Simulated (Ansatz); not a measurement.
in.yaml

```yaml
crystal:
  periodic: [false, false, false]
  atoms:
    - {symbol: B, position_ang: [0.000000, 0.000000, -0.363360]}
    - {symbol: C, position_ang: [0.000000, 0.000000, -1.812279]}
    - {symbol: H, position_ang: [0.000000, 0.000000, 2.175640]}
basis:
  gaussian: {orbitals: 6-31G}
magnetization: {spin_polarized: false, initial_magnetization: 2}
correlation: {method: ccsdt_q, electrons: outside_noble_gas}
```

```sh
$ ansatz run in.yaml --threads 1 --pin off --events-out ev --progress --plain --max-ram 2393MiB
```

Log:

```
447 factors; integrals over basis functions are off by at most 8.9e-8 eV
mean field evaluation 1: about -1705.0261 eV, gradient 1.3e1 eV
mean field evaluation 2: about -1705.0291 eV, gradient 1.3e1 eV
mean field evaluation 4: about -1706.3865 eV, gradient 2.4e0 eV
mean field evaluation 8: about -1706.5066 eV, gradient 8.5e-2 eV
mean field evaluation 16: about -1706.3813 eV, gradient 2.4e0 eV
mean field evaluation 32: about -1705.1733 eV, gradient 8.9e0 eV
mean field evaluation 64: about -1706.0717 eV, gradient 2.0e-2 eV
mean field evaluation 96: about -1705.8150 eV, gradient 3.9e-1 eV
mean field evaluation 128: about -1705.1256 eV, gradient 1.4e-4 eV
mean field evaluation 160: about -1705.7597 eV, gradient 4.5e0 eV
...
cycle  30  -5.62081941 eV  change    2.7e-7 eV  update   3.6e-6
cycle  31  -5.62082204 eV  change   -2.6e-6 eV  update   3.0e-6
cycle  32  -5.62081976 eV  change    2.3e-6 eV  update   2.6e-6
cycle  33  -5.62081479 eV  change    5.0e-6 eV  update   2.3e-6
cycle  34  -5.62081109 eV  change    3.7e-6 eV  update   2.0e-6
cycle  35  -5.62080970 eV  change    1.4e-6 eV  update   1.7e-6
cycle  36  -5.62080990 eV  change   -1.9e-7 eV  update   1.4e-6
cycle  37  -5.62081127 eV  change   -1.4e-6 eV  update   1.1e-6
cycle  38  -5.62081046 eV  change    8.1e-7 eV  update   9.3e-7
cycle  39  -5.62081057 eV  change   -1.1e-7 eV  update   7.2e-7
perturbative correction -0.04752959 eV, -0.0017466803 hartree
WARN: these amplitudes may be one of several solutions (largest doubles amplitude 0.43, level shift 1.05 eV)
Total energy: -1712.17445780 eV, -62.9212507705 hartree
```

For the same geometry and basis full CI lies 2.6 meV higher.

Ran on 1 thread of Arm Neoverse V2, shared host: 3.7 s wall, 0.1 GiB peak host memory.
